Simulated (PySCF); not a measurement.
Ligands exchanged one at a time, B Cl-NH2. Gas-phase values, no solvent. Strings in code marks are SMILES.

The dipole moment from two functionals at the same geometries (CAM-B3LYP-D3(BJ)/def2-TZVP), both in PySCF: PBE-D3(BJ)/def2-TZVP and TPSSh-D3(BJ)/def2-TZVP. 

| species | TPSSh-D3(BJ)/def2-TZVP (D) |
|---|---|
| 0 of 3 Cl replaced by NH2 (`ClB(Cl)Cl`) | 0.00 |
| 1 of 3 Cl replaced by NH2 (`NB(Cl)Cl`) | 2.84 |
| 2 of 3 Cl replaced by NH2 (`NB(N)Cl`) | 2.86 |

Question: What does PBE-D3(BJ)/def2-TZVP give for each?

Answer: 
- 0 of 3 Cl replaced by NH2 (`ClB(Cl)Cl`): 0.00
- 1 of 3 Cl replaced by NH2 (`NB(Cl)Cl`): 2.80
- 2 of 3 Cl replaced by NH2 (`NB(N)Cl`): 2.82
Over these rows, drawn at random from the members with no instability flagged (it was tested for open shells, ions and some series alone), PBE minus TPSSh-D3(BJ): mean -0.03 D, from -0.05 D to 0.00 D.
